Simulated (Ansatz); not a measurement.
# BHO (quintet): the correlation ladder, def2-TZVPP

One table from this session's results is given with a row withheld; the runs are named, their logs left out.

Method: def2-TZVPP, core rule «outside noble gas», up to 2 orbitals frozen; program: Ansatz 0.2.0, Gaussian basis.

Plan: UHF; ROHF; CCSD(T) on UHF.

2 further runs of the same task are left out: 2 set aside as unsound or not needed.

## The system

The geometry is a PBE0/def2-TZVP stationary point (not a proven minimum) of the parent state, kept for this charge and spin.

3 atoms, charge 0, spin multiplicity 5.

Atoms are counted from 1 here; the program's logs count them from 0.

Bond lengths: B1–O2 1.342 Å, B1–H3 1.222 Å. Angles: O2–B1–H3 107.9°.

Set-up of the first run:

The input, in.yaml:

```yaml
crystal:
  periodic: [false, false, false]
  atoms:
    - {symbol: B, position_ang: [0.000000, -0.203796, 0.731699]}
    - {symbol: O, position_ang: [0.000000, 0.084016, -0.579305]}
    - {symbol: H, position_ang: [0.000000, 0.852259, 1.347434]}
basis:
  gaussian: {orbitals: def2-TZVPP}
magnetization: {spin_polarized: true, initial_magnetization: 4}
hamiltonian: {xc: hf}
output: {orbitals: {seedname: orbitals}}
```

Command:

```console
$ ansatz run in.yaml --threads 1 --pin off --events-out ev --progress --plain --max-ram 3968MiB --backend cpu
```

Among the steps run: UHF; ROHF; CCSD(T) on UHF.

One table of the session follows, with a row left open; its other results are not shown here.

| method | from UCCSD(T) (meV) |
| --- | --- |
| ROHF | +7407.7 |
| UHF | +7150.4 |
| UMP2 | +1247.5 |
| UCCSD | ? |
| UCCSD(T) | 0 |

Q: Estimate the row for UCCSD from the others.

The run gave: from UCCSD(T) (meV): +228.3. In the column «from UCCSD(T) (meV)» it lies between UCCSD(T) (0) and UMP2 (+1247.5).
